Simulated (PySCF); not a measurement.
PySCF input (CAM-B3LYP/cc-pV(D+d)Z):

```python
import numpy as np, basis_set_exchange as bse
from pyscf import gto, scf, dft, df, tdscf

basis = {'H': gto.basis.parse(bse.get_basis('cc-pV(D+d)Z', elements=['H'], fmt='nwchem')), 'S': gto.basis.parse(bse.get_basis('cc-pV(D+d)Z', elements=['S'], fmt='nwchem'))}
mol = gto.M(
    atom='''
    S     0.00184013    0.00030176    0.10309296
    H    -0.00752722    0.96781232   -0.82771199
    H    -0.02191490   -0.97264043   -0.82177540
    ''',
    basis=basis,
    charge=0,
    verbose=4,
    max_memory=2160,
)
mf = dft.RKS(mol, xc='camb3lyp')
mf.grids.level = 3
mf = mf.density_fit(auxbasis=df.autoaux(mol))
mf.conv_tol = 1e-9
mf.max_cycle = 100
print('smallest overlap eigenvalue', np.linalg.eigvalsh(mol.intor('int1e_ovlp'))[0])
mf.kernel()
dip = mf.dip_moment()
td = tdscf.TDA(mf)
td.nstates = 4
td.kernel()
td.analyze()
osc = td.oscillator_strength()
```

Output:

```
PySCF version 2.14.0

[INPUT] verbose = 4
[INPUT] num. atoms = 3
[INPUT] num. electrons = 18
[INPUT] charge = 0
[INPUT] spin (= nelec alpha-beta = 2S) = 0
[INPUT] symmetry False subgroup None
[INPUT] Mole.unit = angstrom
[INPUT] Symbol           X                Y                Z      unit          X                Y                Z       unit  Magmom
[INPUT]  1 S      0.001840130000   0.000301760000   0.103092960000 AA    0.003477341734   0.000570243755   0.194817459771 Bohr   0.0
[INPUT]  2 H     -0.007527220000   0.967812320000  -0.827711990000 AA   -0.014224384279   1.828900224780  -1.564148971119 Bohr   0.0
[INPUT]  3 H     -0.021914900000  -0.972640430000  -0.821775400000 AA   -0.041413159047  -1.838024030379  -1.552930441905 Bohr   0.0

nuclear repulsion = 12.885338499588
number of shells = 7
number of NR pGTOs = 60
number of NR cGTOs = 33
basis = {'H': [[0, [13.01, 0.019685, 0.0], [1.962, 0.137977, 0.0], [0.4446, 0.478148, 0.0], [0.122, 0.50124, 1.0]], [1, [0.727, 1.0]]], 'S': [[0, [110800.0, 0.000247635, -6.87039e-05, 1.99077e-05, 0.0], [16610.0, 0.00192026, -0.000527681, 0.000153483, 0.0], [3781.0, 0.00996192, -0.00279671, 0.000809503, 0.0], [1071.0, 0.0402975, -0.0112651, 0.00328974, 0.0], [349.8, 0.128604, -0.0388834, 0.0112967, 0.0], [126.3, 0.30348, -0.0995025, 0.0296385, 0.0], [49.26, 0.421432, -0.19974, 0.0599851, 0.0], [20.16, 0.230781, -0.12336, 0.0413248, 0.0], [5.72, 0.0178971, 0.513194, -0.207474, 0.0], [2.182, -0.00297516, 0.60712, -0.392889, 0.0], [0.4327, 0.000849522, 0.0396753, 0.63284, 0.0], [0.157, -0.000367936, -0.00946864, 0.556924, 1.0]], [1, [399.7, 0.00447541, -0.00116251, 0.0], [94.19, 0.0341708, -0.00865664, 0.0], [29.75, 0.14425, -0.0390886, 0.0], [10.77, 0.353928, -0.0934625, 0.0], [4.119, 0.459085, -0.147994, 0.0], [1.625, 0.206383, 0.0301904, 0.0], [0.4726, 0.0102141, 0.561573, 0.0], [0.1407, -6.03122e-05, 0.534776, 1.0]], [2, [2.994, 1.0, 0.0], [0.481, 0.0, 1.0]]]}
ecp = {}
ETB for H: l = 0, exps = 0.244 * 1.8^n , n = 0..8
ETB for H: l = 1, exps = 0.849 * 2^n , n = 0..1
ETB for H: l = 2, exps = 1.454 * 2.2^n , n = 0..0
ETB for S: l = 0, exps = 0.2814 * 1.8^n , n = 0..16
ETB for S: l = 1, exps = 0.2814 * 1.8^n , n = 0..13
ETB for S: l = 2, exps = 0.2814 * 1.8^n , n = 0..12
ETB for S: l = 3, exps = 0.6216999999999999 * 2.2^n , n = 0..4
smallest overlap eigenvalue 0.015001577534702661

******** <class 'pyscf.df.df_jk.DFRKS'> ********
method = DFRKS
initial guess = minao
damping factor = 0
level_shift factor = 0
DIIS = <class 'pyscf.scf.diis.CDIIS'>
diis_start_cycle = 1
diis_space = 8
diis_damp = 0
SCF conv_tol = 1e-09
SCF conv_tol_grad = None
SCF max_cycles = 100
direct_scf = False
XC library pyscf.dft.libxc version 7.1.2
    S. Lehtola, C. Steigemann, M. J. T. Oliveira, and M. A. L. Marques,  SoftwareX 7, 1–5 (2018)
XC functionals = camb3lyp
    T. Yanai, D. P. Tew, and N. C. Handy,  Chem. Phys. Lett. 393, 51 (2004)
radial grids:
    Treutler-Ahlrichs [JCP 102, 346 (1995); DOI:10.1063/1.469408] (M4) radial grids

becke partition: Becke, JCP 88, 2547 (1988); DOI:10.1063/1.454033
pruning grids: <function nwchem_prune>
grids dens level: 3
symmetrized grids: False
atomic radii adjust function: <function treutler_atomic_radii_adjust>
small_rho_cutoff = 0
Set gradient conv threshold to 3.16228e-05
Initial guess from minao.
tot grids = 38496
******** <class 'pyscf.df.df.DF'> ********
auxbasis = {'H': [[0, [np.float64(26.888703805440006), 1]], [0, [np.float64(14.938168780800002), 1]], [0, [np.float64(8.298982656000002), 1]], [0, [np.float64(4.610545920000001), 1]], [0, [np.float64(2.5614144), 1]], [0, [np.float64(1.423008), 1]], [0, [np.float64(0.79056), 1]], [0, [np.float64(0.4392), 1]], [0, [np.float64(0.244), 1]], [1, [np.float64(1.698), 1]], [1, [np.float64(0.849), 1]], [2, [np.float64(1.454), 1]]], 'S': [[0, [np.float64(3417.3084050581633), 1]], [0, [np.float64(1898.5046694767573), 1]], [0, [np.float64(1054.7248163759764), 1]], [0, [np.float64(585.9582313199868), 1]], [0, [np.float64(325.53235073332604), 1]], [0, [np.float64(180.85130596295886), 1]], [0, [np.float64(100.47294775719938), 1]], [0, [np.float64(55.81830430955521), 1]], [0, [np.float64(31.010169060864005), 1]], [0, [np.float64(17.22787170048), 1]], [0, [np.float64(9.5710398336), 1]], [0, [np.float64(5.317244352), 1]], [0, [np.float64(2.95402464), 1]], [0, [np.float64(1.6411248), 1]], [0, [np.float64(0.911736), 1]], [0, [np.float64(0.50652), 1]], [0, [np.float64(0.2814), 1]], [1, [np.float64(585.9582313199868), 1]], [1, [np.float64(325.53235073332604), 1]], [1, [np.float64(180.85130596295886), 1]], [1, [np.float64(100.47294775719938), 1]], [1, [np.float64(55.81830430955521), 1]], [1, [np.float64(31.010169060864005), 1]], [1, [np.float64(17.22787170048), 1]], [1, [np.float64(9.5710398336), 1]], [1, [np.float64(5.317244352), 1]], [1, [np.float64(2.95402464), 1]], [1, [np.float64(1.6411248), 1]], [1, [np.float64(0.911736), 1]], [1, [np.float64(0.50652), 1]], [1, [np.float64(0.2814), 1]], [2, [np.float64(325.53235073332604), 1]], [2, [np.float64(180.85130596295886), 1]], [2, [np.float64(100.47294775719938), 1]], [2, [np.float64(55.81830430955521), 1]], [2, [np.float64(31.010169060864005), 1]], [2, [np.float64(17.22787170048), 1]], [2, [np.float64(9.5710398336), 1]], [2, [np.float64(5.317244352), 1]], [2, [np.float64(2.95402464), 1]], [2, [np.float64(1.6411248), 1]], [2, [np.float64(0.911736), 1]], [2, [np.float64(0.50652), 1]], [2, [np.float64(0.2814), 1]], [3, [np.float64(14.563695520000001), 1]], [3, [np.float64(6.619861600000001), 1]], [3, [np.float64(3.0090280000000003), 1]], [3, [np.float64(1.36774), 1]], [3, [np.float64(0.6216999999999999), 1]]]}
Create RSH-DF object <pyscf.df.df.DF object> for omega=0.33
******** <class 'pyscf.df.df.DF'> ********
auxbasis = auxmol.basis = {'H': [[0, [np.float64(26.888703805440006), 1]], [0, [np.float64(14.938168780800002), 1]], [0, [np.float64(8.298982656000002), 1]], [0, [np.float64(4.610545920000001), 1]], [0, [np.float64(2.5614144), 1]], [0, [np.float64(1.423008), 1]], [0, [np.float64(0.79056), 1]], [0, [np.float64(0.4392), 1]], [0, [np.float64(0.244), 1]], [1, [np.float64(1.698), 1]], [1, [np.float64(0.849), 1]], [2, [np.float64(1.454), 1]]], 'S': [[0, [np.float64(3417.3084050581633), 1]], [0, [np.float64(1898.5046694767573), 1]], [0, [np.float64(1054.7248163759764), 1]], [0, [np.float64(585.9582313199868), 1]], [0, [np.float64(325.53235073332604), 1]], [0, [np.float64(180.85130596295886), 1]], [0, [np.float64(100.47294775719938), 1]], [0, [np.float64(55.81830430955521), 1]], [0, [np.float64(31.010169060864005), 1]], [0, [np.float64(17.22787170048), 1]], [0, [np.float64(9.5710398336), 1]], [0, [np.float64(5.317244352), 1]], [0, [np.float64(2.95402464), 1]], [0, [np.float64(1.6411248), 1]], [0, [np.float64(0.911736), 1]], [0, [np.float64(0.50652), 1]], [0, [np.float64(0.2814), 1]], [1, [np.float64(585.9582313199868), 1]], [1, [np.float64(325.53235073332604), 1]], [1, [np.float64(180.85130596295886), 1]], [1, [np.float64(100.47294775719938), 1]], [1, [np.float64(55.81830430955521), 1]], [1, [np.float64(31.010169060864005), 1]], [1, [np.float64(17.22787170048), 1]], [1, [np.float64(9.5710398336), 1]], [1, [np.float64(5.317244352), 1]], [1, [np.float64(2.95402464), 1]], [1, [np.float64(1.6411248), 1]], [1, [np.float64(0.911736), 1]], [1, [np.float64(0.50652), 1]], [1, [np.float64(0.2814), 1]], [2, [np.float64(325.53235073332604), 1]], [2, [np.float64(180.85130596295886), 1]], [2, [np.float64(100.47294775719938), 1]], [2, [np.float64(55.81830430955521), 1]], [2, [np.float64(31.010169060864005), 1]], [2, [np.float64(17.22787170048), 1]], [2, [np.float64(9.5710398336), 1]], [2, [np.float64(5.317244352), 1]], [2, [np.float64(2.95402464), 1]], [2, [np.float64(1.6411248), 1]], [2, [np.float64(0.911736), 1]], [2, [np.float64(0.50652), 1]], [2, [np.float64(0.2814), 1]], [3, [np.float64(14.563695520000001), 1]], [3, [np.float64(6.619861600000001), 1]], [3, [np.float64(3.0090280000000003), 1]], [3, [np.float64(1.36774), 1]], [3, [np.float64(0.6216999999999999), 1]]]}
init E= -399.279441257105
  HOMO = -0.315024190574006  LUMO = 0.0211295832807963  gap/eV = 9.14721
cycle= 1 E= -399.387049592738  delta_E= -0.108  |g|= 0.188  |ddm|= 2.56
  HOMO = -0.292176810806668  LUMO = 0.0773716840898508  gap/eV = 10.05593
cycle= 2 E= -399.396222781457  delta_E= -0.00917  |g|= 0.125  |ddm|= 0.72
  HOMO = -0.318254449602273  LUMO = 0.0755413404607527  gap/eV = 10.71573
cycle= 3 E= -399.400372698007  delta_E= -0.00415  |g|= 0.00663  |ddm|= 0.291
  HOMO = -0.317221341899914  LUMO = 0.078182354778549  gap/eV = 10.75948
cycle= 4 E= -399.400395753339  delta_E= -2.31e-05  |g|= 0.00196  |ddm|= 0.0167
  HOMO = -0.317845417295493  LUMO = 0.0779011949130408  gap/eV = 10.76881
cycle= 5 E= -399.400397167572  delta_E= -1.41e-06  |g|= 0.000732  |ddm|= 0.006
  HOMO = -0.317686298915798  LUMO = 0.0779724575662888  gap/eV = 10.76642
cycle= 6 E= -399.400397297304  delta_E= -1.3e-07  |g|= 6.02e-05  |ddm|= 0.00142
  HOMO = -0.317693758318548  LUMO = 0.077964628172424  gap/eV = 10.76641
cycle= 7 E= -399.400397298933  delta_E= -1.63e-09  |g|= 4.72e-06  |ddm|= 0.000167
  HOMO = -0.317693953633014  LUMO = 0.077964765715901  gap/eV = 10.76642
cycle= 8 E= -399.400397298953  delta_E= -1.96e-11  |g|= 5.83e-07  |ddm|= 1.92e-05
  HOMO = -0.317693855001426  LUMO = 0.077964858846529  gap/eV = 10.76642
Extra cycle  E= -399.400397298953  delta_E= 1.71e-13  |g|= 1.72e-07  |ddm|= 2.16e-06
converged SCF energy = -399.400397298953
Dipole moment(X, Y, Z, Debye): -0.02180, -0.00357, -1.22116

******** <class 'pyscf.tdscf.rks.TDA'> for <class 'pyscf.df.df_jk.DFRKS'> ********
nstates = 4 singlet
deg_eia_thresh = 1.000e-03
wfnsym = None
conv_tol = 1e-05
eigh lindep = 1e-12
eigh level_shift = 0
eigh max_cycle = 100
chkfile = tmpkqltmsfv

Excitation energies (eV)
[ 6.15703476  6.87346468  9.96162216 10.23582422]

** Singlet excitation energies and oscillator strengths **
Excited State   1:      6.15703 eV    201.37 nm  f=0.0000
       9 -> 10       -0.70527
Excited State   2:      6.87346 eV    180.38 nm  f=0.0066
       9 -> 11        0.70525
Excited State   3:      9.96162 eV    124.46 nm  f=0.1699
       7 -> 10        0.17645
       8 -> 11        0.68301
Excited State   4:     10.23582 eV    121.13 nm  f=0.1600
       7 -> 11        0.20378
       8 -> 10        0.66452

** Transition electric dipole moments (AU) **
state          X           Y           Z        Dip. S.      Osc.
  1        -0.0000     -0.0000     -0.0000      0.0000      0.0000
  2        -0.1976      0.0015      0.0035      0.0391      0.0066
  3        -0.0149     -0.0024     -0.8343      0.6962      0.1699
  4         0.0059      0.7987     -0.0024      0.6380      0.1600

** Transition velocity dipole moments (imaginary part, AU) **
state          X           Y           Z        Dip. S.      Osc.
  1        -0.0000     -0.0000     -0.0000      0.0000      0.0000
  2        -0.1535      0.0011      0.0027      0.0236      0.0622
  3        -0.0053     -0.0009     -0.2976      0.0886      0.1613
  4         0.0011      0.1492     -0.0005      0.0223      0.0395

** Transition magnetic dipole moments (imaginary part, AU) **
state          X           Y           Z
  1         0.0098      0.0016      0.5498
  2        -0.0021     -0.2883      0.0009
  3        -0.0000      0.0000      0.0000
  4         0.7674     -0.0057     -0.0137
```
